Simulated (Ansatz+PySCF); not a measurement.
**singlet NH₃: levels of theory in one basis**

```yaml
atoms:
  - { symbol: N, position_ang: [0.0000, 0.0000, 0.1216] }
  - { symbol: H, position_ang: [0.9358, 0.0000, -0.2837] }
  - { symbol: H, position_ang: [-0.4679, 0.8105, -0.2837] }
  - { symbol: H, position_ang: [-0.4679, -0.8105, -0.2837] }
```

Basis set: def2-SVP (spherical functions). Correlated methods keep 1 orbital frozen. Charge 0, multiplicity 1.

Computed with Ansatz (development build ahead of 0.2.0); each method stands on the lowest determinant of its kind that the runs found. NEVPT2 correlates all electrons. Active spaces start from the frontier orbitals, and the lowest solution found is given.

```
        method  E − E(RHF) (eV)  <S²> of the determinant
           RHF             0.00                     0.00
       RHF-MP2            -5.09                        –
      RHF-CCSD            -5.53                        –
   RHF-CCSD(T)            -5.63                        –
   CASSCF(8,7)            -2.03                        –
   CASSCF(2,2)            -0.50                        –
SC-NEVPT2(2,2)            -5.17                        –
```

Question: What does SC-NEVPT2(8,7) give on the same scale?

Answer: -4.97 eV. NEVPT2 here correlates all electrons, so it doesn't share the others' frozen core.

Question: Is a single determinant a sound starting point here?

Answer: By this sign, yes. Unrestricted orbitals gain 0.00 eV and <S²> is 0.00 against 0.00 for a pure state. The CASSCF(8,7) natural occupations are 2.00, 1.98, 1.98, 1.98, 0.02, 0.02, 0.02. The CASSCF(2,2) natural occupations are 1.98, 0.02.

Caution for CASSCF(2,2): other starts end on other solutions of this active space.
